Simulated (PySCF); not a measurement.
## Magnesium: a sound run and one with changed settings

Sound run: Mg [Ne] 3s2, Mg⁺ [Ne] 3s1. Calculation: PySCF 2.14, in x2c-SVPall (4s3p1d, 18 functions); scalar relativity by spin-free X2C-1e. In the sound run the correlated levels freeze [Ne]. The sound run starts from symmetry-adapted Hartree-Fock orbitals and uses a fine grid where one is needed.

Changed run: initial guess 1e, at most 50 SCF cycles.

```csv
species,method,sound run (hartree),changed run (hartree),converged
Mg,UHF,-199.83681,-199.83681,yes
Mg,PBE0,-200.19483,-200.19483,yes
Mg,CCSD(T),-199.86871,-199.86871,yes
Mg⁺,B3LYP,-200.04072,-200.04072,yes
```

Here the plain start reaches the same solutions.
